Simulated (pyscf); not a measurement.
methane (CH₄) + [Cl–Zn]• → H₃C–Zn–Cl + H atom (H•), a substitution at C (doublet surface; C–H broken, C–Zn formed). Optimised with ωB97X-D3(BJ)/def2-SVP in PySCF. Energies in kJ/mol from the separated reactants.

Small-basis levels: PySCF, no dispersion term, spherical d functions. Open shells are spin-unrestricted. 

### Question
In single points B3LYP/6-31G*+LANL2DZ puts the saddle at 228.5 kJ/mol and the reaction energy at +203.0 kJ/mol. Should these be trusted to within a few kcal/mol? Compare with ωB97M-D3(BJ)/def2-TZVP.

### Answer
ωB97M-D3(BJ)/def2-TZVP gives ΔE‡ = 218.2 kJ/mol and ΔE = +152.4 kJ/mol. B3LYP/6-31G*+LANL2DZ lies 10.3 kJ/mol over it in the barrier and 50.6 kJ/mol over it in the reaction energy, so on this step it does not hold to within 12.6 kJ/mol. ωB97M-D3(BJ)/def2-TZVP has limits of its own. This is the saddle that the search found; another between the same sides may lie lower. The angle at the attacked C is 180°. The term symbol of open-shell Cl–Zn was not checked; spin-orbit terms are left out. In the def2 sets elements up to Kr have no core potential.
